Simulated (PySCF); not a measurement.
# SiH2ClO (SMILES O[SiH]Cl): a chain of runs, part 2 of 2

PySCF 2.14.0. The steps go on from the part before.

## 3. Vibrational wavenumbers at UHF/cc-pVDZ (sfX2C, density fitting) (run 2)

Input file job.py:

```python
# O[SiH]Cl
from pyscf import gto, scf, symm
from pyscf import df
from pyscf.hessian import thermo

mol = gto.Mole()
mol.atom = [
    ('O', (-1.328153, -0.340571, -1.224789)),
    ('Si', (-0.601027, 0.601975, -0.068317)),
    ('Cl', (1.125588, -0.340962, 0.656594)),
    ('H', (-1.560132, -1.232578, -1.009511)),
    ('H', (-0.201532, 1.857903, -0.740253)),
]
mol.basis = 'cc-pvdz'
mol.charge = 0
mol.spin = 1
mol.max_memory = 1860
mol.verbose = 3
mol.build()

myscf = scf.UHF(mol)
myscf = myscf.sfx2c1e()
myscf = myscf.density_fit(auxbasis=df.aug_etb(mol, beta=2.0))
myscf.kernel()
if not myscf.converged:
    myscf = myscf.newton().run(myscf.mo_coeff, myscf.mo_occ)

etot = myscf.e_tot
print('E = %.10f Eh' % etot)
hess = myscf.Hessian().kernel()
modes = thermo.harmonic_analysis(mol, hess)
thermo.dump_normal_mode(mol, modes)
symm.geom.TOLERANCE = 1e-3  # for the symmetry number
th = thermo.thermo(myscf, modes['freq_au'], 200, 101325)
thermo.dump_thermo(mol, th)
```

Command:

```sh
$ OMP_NUM_THREADS=1 python job.py
```

Standard output:

```text
converged SCF energy = -826.350599260423  <S^2> = 0.75436849  2S+1 = 2.0043637
E = -826.3505992604 Eh
Mode                                 0                   1                   2
Irrep
Freq [cm^-1]                      210.4288            309.5211            532.4472
Reduced mass [au]                   1.8991              2.1079             14.2593
Force const [Dyne/A]                0.0495              0.1190              2.3818
Char temp [K]                     302.7601            445.3319            766.0729
Normal mode                   x     y     z       x     y     z       x     y     z
       0   O                 0.07 -0.05  0.07    0.14 -0.06  0.01   -0.00  0.02  0.02
       1  Si                -0.01  0.07  0.01   -0.01  0.03  0.03    0.10 -0.08  0.03
       2  Cl                -0.04 -0.03 -0.04   -0.04 -0.01 -0.04   -0.09  0.05 -0.04
       3   H                 0.67 -0.23 -0.05   -0.55  0.20  0.32    0.04 -0.01 -0.08
       4   H                -0.04  0.07 -0.02   -0.03  0.04  0.04    0.14 -0.08  0.05
Mode                                 3                   4                   5
Irrep
Freq [cm^-1]                      735.4569            801.6538            906.8599
Reduced mass [au]                   1.1614              1.1103              2.4708
Force const [Dyne/A]                0.3701              0.4204              1.1972
Char temp [K]                    1058.1588           1153.4013           1304.7695
Normal mode                   x     y     z       x     y     z       x     y     z
       0   O                -0.03 -0.01 -0.01    0.04  0.03  0.05   -0.06 -0.04 -0.13
       1  Si                 0.05 -0.00 -0.04    0.02 -0.01 -0.00    0.04  0.03  0.08
       2  Cl                -0.01 -0.01  0.01   -0.00 -0.01  0.00   -0.00  0.00 -0.00
       3   H                 0.07  0.04  0.32   -0.17 -0.01 -0.42    0.14  0.01  0.34
       4   H                -0.60  0.45  0.43   -0.65 -0.06 -0.50   -0.18 -0.17 -0.42
Mode                                 6                   7                   8
Irrep
Freq [cm^-1]                      939.6010           2316.8442           4158.4761
Reduced mass [au]                   1.7536              1.0433              1.0674
Force const [Dyne/A]                0.9121              3.2995             10.8757
Char temp [K]                    1351.8766           3333.4230           5983.1212
Normal mode                   x     y     z       x     y     z       x     y     z
       0   O                -0.05 -0.11 -0.04    0.00  0.00 -0.00   -0.02 -0.06  0.01
       1  Si                 0.04  0.06  0.04   -0.01 -0.03  0.02    0.00  0.00  0.00
       2  Cl                -0.00 -0.00 -0.00    0.00  0.00  0.00    0.00 -0.00  0.00
       3   H                -0.29 -0.17 -0.58   -0.00 -0.00  0.00    0.24  0.91 -0.20
       4   H                 0.06  0.17  0.25    0.27  0.83 -0.44    0.00  0.00 -0.00
temperature 200.0000 [K]
pressure 101325.00 [Pa]
Rotational constants [GHz] 21.78053 3.99687 3.45626
Symmetry number 1
Zero-point energy (ZPE) 0.02486 [Eh]   65264.001 [J/mol]
                           tot       elec      trans        rot        vib
Entropy [J/mol/K]       268.862      5.763    155.337     97.458     10.303
Cv [J/mol/K]             43.209      0.000     12.472     12.472     18.266
Cp [J/mol/K]             51.523      0.000     20.786     12.472     18.266
Internal energy [J/mol]                      2494.338   2494.338  66667.039
Internal energy [Eh]   -826.32331  -826.35060
Enthalpy [J/mol]                             4157.230   2494.338  66667.039
Enthalpy [Eh]          -826.32267
Gibbs free energy [J/mol]                  -26910.159 -16997.334  64606.373
Gibbs free energy [Eh] -826.34315
```

Run time: 47 s. Hardware: 1 thread of Arm Neoverse N1, shared host; peak memory 0.48 GiB.

## 4. The energy at UCCSD(T)/pcSseg-1 (run 3)

Input file job.py:

```python
from pyscf import gto, scf, cc

mol = gto.M(
    atom='''
O   -0.827652  -0.441703  -0.796810
Si  -0.100526   0.500843   0.359662
Cl   1.626089  -0.442094   1.084573
H   -1.059631  -1.333710  -0.581532
H    0.298969   1.756771  -0.312274
''',
    verbose=3,
    basis='pcsseg-1',
    max_memory=1860,
    spin=1,
)

myscf = scf.UHF(mol)
myscf.max_cycle = 100
myscf.kernel()

mycc = cc.CCSD(myscf, frozen=11)
mycc.kernel()
e_t = mycc.ccsd_t()
e_tot = mycc.e_tot + e_t
print(f'total energy: {e_tot:.8f} hartree')
```

Command:

```sh
$ OMP_NUM_THREADS=1 python job.py
```

Standard output:

```text
converged SCF energy = -824.4567401905  <S^2> = 0.75372186  2S+1 = 2.0037184
E(UCCSD) = -824.8946088430419  E_corr = -0.4378686525420143
UCCSD(T) correction = -0.0107791732313645
total energy: -824.90538802 hartree
```

Run time: 75 s. Hardware: 1 thread of Arm Neoverse N1, shared host; peak memory 0.82 GiB.

## 5. The vertical excitations at TD-BHLYP/pob-TZVP (run 4)

Input file mol.xyz:

```xyz
5

O     -0.827652    -0.441703    -0.796810
Si    -0.100526     0.500843     0.359662
Cl     1.626089    -0.442094     1.084573
H     -1.059631    -1.333710    -0.581532
H      0.298969     1.756771    -0.312274
```

Input file run.py:

```python
from pyscf import gto, dft, tdscf

system = gto.M(
    atom='mol.xyz',
    verbose=3,
    spin=1,
    basis='pob-tzvp',
    max_memory=1860,
)

mf = dft.UKS(system)
mf.xc = 'bhandhlyp'
mf.max_cycle = 100
mf.kernel()
if not mf.converged:
    mf = mf.newton().run(mf.mo_coeff, mf.mo_occ)

energy = mf.e_tot
print('Final energy', energy)

td = mf.TDDFT()
td.nstates = 10
td.kernel()
td.analyze()
roots = td.e * 27.211386
osc = td.oscillator_strength()
print('state   eV      nm      f')
for i, (w, f) in enumerate(zip(roots, osc), 1):
    print('%3d %9.4f %8.1f %9.5f' % (i, w, 1239.842 / w, f))
```

Command:

```sh
$ OMP_NUM_THREADS=1 python run.py
```

Standard output:

```text
WARN: HOMO -0.161691888694556 >= LUMO -0.16169188869457

converged SCF energy = -826.1142738492  <S^2> = 0.75255447  2S+1 = 2.0025528
Final energy -826.1142738491999
Excitation energies (eV)
[5.30393047 5.3720666  5.50354454 5.6928996  6.20697202 6.85696217
 7.32642752 7.48191384 8.60553699 8.66122068]

** Excitation energies and oscillator strengths **
state   eV      nm      f
  1    5.3039    233.8   0.00736
  2    5.3721    230.8   0.00725
  3    5.5035    225.3   0.03658
  4    5.6929    217.8   0.04630
  5    6.2070    199.7   0.03607
  6    6.8570    180.8   0.03100
  7    7.3264    169.2   0.01850
  8    7.4819    165.7   0.04986
  9    8.6055    144.1   0.00385
 10    8.6612    143.1   0.00127
```

Run time: 6.1 min. Hardware: 1 thread of Arm Neoverse N1, shared host; peak memory 0.55 GiB.

The roots found:

```csv
excited state,energy (eV),strength
1,5.304,0.0074
2,5.372,0.0073
3,5.504,0.0366
4,5.693,0.0463
5,6.207,0.0361
6,6.857,0.0310
7,7.326,0.0185
8,7.482,0.0499
9,8.606,0.0039
10,8.661,0.0013
```

## 6. Results

What follows sums up all 2 parts.

| quantity | value |
| --- | --- |
| run 1, UHF/cc-pVDZ: total energy at the end | -826.35060 Eh |
| run 1, UHF/cc-pVDZ: dipole moment | 1.68 D |
| run 1, UHF/cc-pVDZ: HOMO energy (highest over α and β) | -9.47 eV |
| run 1, UHF/cc-pVDZ: LUMO energy (lowest over α and β) | 1.28 eV |
| run 1, UHF/cc-pVDZ: ⟨S²⟩ | 0.754 |
| run 2, UHF/cc-pVDZ: lowest harmonic wavenumber | 210 cm⁻¹ |
| run 2, UHF/cc-pVDZ: highest harmonic wavenumber | 4158 cm⁻¹ |
| run 2, UHF/cc-pVDZ: zero-point energy | 65.3 kJ/mol |
| run 2, UHF/cc-pVDZ: ideal-gas entropy at 200 K (symmetry number 1 as used) | 64.3 cal/(mol K) |
| run 3, UCCSD(T)/pcSseg-1: total energy | -824.90539 Eh |
| run 3, UCCSD(T)/pcSseg-1: dipole moment (Hartree–Fock density) | 1.84 D |
| run 3, UCCSD(T)/pcSseg-1: HOMO energy (Hartree–Fock orbitals) (highest over α and β) | -9.59 eV |
| run 3, UCCSD(T)/pcSseg-1: LUMO energy (Hartree–Fock orbitals) (lowest over α and β) | 0.99 eV |
| run 3, UCCSD(T)/pcSseg-1: correlation energy (11 core orbitals frozen) | -448.6 mEh |
| run 3, UCCSD(T)/pcSseg-1: (T) correction | -10.78 mEh |
| run 3, UCCSD(T)/pcSseg-1: ⟨S²⟩ of the reference determinant | 0.754 |
| run 3, UCCSD(T)/pcSseg-1: T1 diagnostic | 0.013 |
| run 4, TD-BHLYP/pob-TZVP: ground-state or mean-field energy | -826.11427 Eh |
| run 4, TD-BHLYP/pob-TZVP: dipole moment (BHLYP Kohn–Sham density) | 1.54 D |
| run 4, TD-BHLYP/pob-TZVP: HOMO energy (BHLYP Kohn–Sham orbitals) (highest over α and β) | -7.14 eV |
| run 4, TD-BHLYP/pob-TZVP: LUMO energy (BHLYP Kohn–Sham orbitals) (lowest over α and β) | -1.57 eV |
| run 4, TD-BHLYP/pob-TZVP: ⟨S²⟩ of the reference determinant | 0.753 |
| run 4, TD-BHLYP/pob-TZVP: lowest excitation energy | 5.30 eV |

What this shows: The optimisation (run 1, UHF/cc-pVDZ) took 14 steps and changed the energy by -0.404 eV. All 9 modes (run 2, UHF/cc-pVDZ) are real, so the shape is a minimum at this level. The triples (run 3, UCCSD(T)/pcSseg-1) make up 2.4 % of the correlation energy. The brightest of the 10 transitions from the ground state lies at 7.48 eV (166 nm, f = 0.050); the lowest, at 5.30 eV, has f = 0.007. Roots above 7.1 eV lie over the negative of the HOMO energy, where those of Rydberg kind are poorly described; valence roots are less touched. Mulliken charges (run 4, TD-BHLYP/pob-TZVP) of the mean-field density run from -0.75 on O1 to +1.19 on Si2.
